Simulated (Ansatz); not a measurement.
Species: S2, charge 0, multiplicity 3. SMILES: S=S
Geometry: optimised at B3LYP-D3(BJ)/def2-TZVP (Ansatz, an electronic-structure program).

Property: vertical ionisation energy (to the doublet state of charge +1; each state is the SCF solution reached for its spin; the UHF <S^2> is 1.40 for the doublet (pure: 0.75); for the doublet T1 is 0.088), in eV. Cores are frozen in the correlated levels unless marked. Open shells are spin-unrestricted. Spin-orbit coupling is left out. No relativistic terms. CBS(X,Y): correlation extrapolated as X^-3; Hartree-Fock from the larger set.

```json
[
 {"level": "SVWN5/def2-TZVPD", "program": "Ansatz", "vertical ionisation energy (eV)": "…"},
 {"level": "r2SCAN/def2-TZVPD", "program": "Ansatz", "vertical ionisation energy (eV)": "9.74"},
 {"level": "CCSD/def2-SVPD", "program": "Ansatz", "vertical ionisation energy (eV)": "…"},
 {"level": "CCSD/aug-cc-pV(T+d)Z", "program": "Ansatz", "vertical ionisation energy (eV)": "9.54"},
 {"level": "CCSD/def2-TZVPPD", "program": "Ansatz", "vertical ionisation energy (eV)": "…"},
 {"level": "CCSD/aug-cc-pV(Q+d)Z", "program": "Ansatz", "vertical ionisation energy (eV)": "…"},
 {"level": "CCSD/def2-QZVPPD", "program": "Ansatz", "vertical ionisation energy (eV)": "9.60"},
 {"level": "CCSD(T)/CBS(aug-cc-pV(T+d)Z,aug-cc-pV(Q+d)Z)", "program": "Ansatz", "vertical ionisation energy (eV)": "9.60"}
]
```

Q: Complete the blanks.

A: 
- SVWN5/def2-TZVPD, vertical ionisation energy (eV): 9.58
- CCSD/def2-SVPD, vertical ionisation energy (eV): 9.40
- CCSD/def2-TZVPPD, vertical ionisation energy (eV): 9.51
- CCSD/aug-cc-pV(Q+d)Z, vertical ionisation energy (eV): 9.61
